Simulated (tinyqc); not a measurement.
Inside a calculation. Method: extended Hueckel theory, for N2-. The parameters take no account of the charge, which enters only through the electron count, and nothing here shows that the anion is bound. One step of it, computed by the program tinyqc.

Problem. Wolfsberg-Helmholz matrix. H_ij = K' S_ij (H_ii + H_jj)/2 for i != j (the diagonal keeps H_ii), with K' = 1.75.

overlap S, order 1N 2s, 1N 2px, 1N 2py, 1N 2pz, 2N 2s, 2N 2px, 2N 2py, 2N 2pz:
```
[[1.000000, 0.000000, 0.000000, 0.000000, 0.440940, 0.000000, 0.000000, -0.435148],
 [0.000000, 1.000000, 0.000000, 0.000000, 0.000000, 0.273513, 0.000000, 0.000000],
 [0.000000, 0.000000, 1.000000, 0.000000, 0.000000, 0.000000, 0.273513, 0.000000],
 [0.000000, 0.000000, 0.000000, 1.000000, 0.435148, 0.000000, 0.000000, -0.323779],
 [0.440940, 0.000000, 0.000000, 0.435148, 1.000000, 0.000000, 0.000000, 0.000000],
 [0.000000, 0.273513, 0.000000, 0.000000, 0.000000, 1.000000, 0.000000, 0.000000],
 [0.000000, 0.000000, 0.273513, 0.000000, 0.000000, 0.000000, 1.000000, 0.000000],
 [-0.435148, 0.000000, 0.000000, -0.323779, 0.000000, 0.000000, 0.000000, 1.000000]]
```

diagonal H_ii (eV): [-26.000000, -13.400000, -13.400000, -13.400000, -26.000000, -13.400000, -13.400000, -13.400000]

K = 1.750000

Give: H.

Solution.

H (eV), order 1N 2s, 1N 2px, 1N 2py, 1N 2pz, 2N 2s, 2N 2px, 2N 2py, 2N 2pz:
```
[[-26.000, 0.000, 0.000, 0.000, -20.063, 0.000, 0.000, 15.002],
 [0.000, -13.400, 0.000, 0.000, 0.000, -6.414, 0.000, 0.000],
 [0.000, 0.000, -13.400, 0.000, 0.000, 0.000, -6.414, 0.000],
 [0.000, 0.000, 0.000, -13.400, -15.002, 0.000, 0.000, 7.593],
 [-20.063, 0.000, 0.000, -15.002, -26.000, 0.000, 0.000, 0.000],
 [0.000, -6.414, 0.000, 0.000, 0.000, -13.400, 0.000, 0.000],
 [0.000, 0.000, -6.414, 0.000, 0.000, 0.000, -13.400, 0.000],
 [15.002, 0.000, 0.000, 7.593, 0.000, 0.000, 0.000, -13.400]]
```
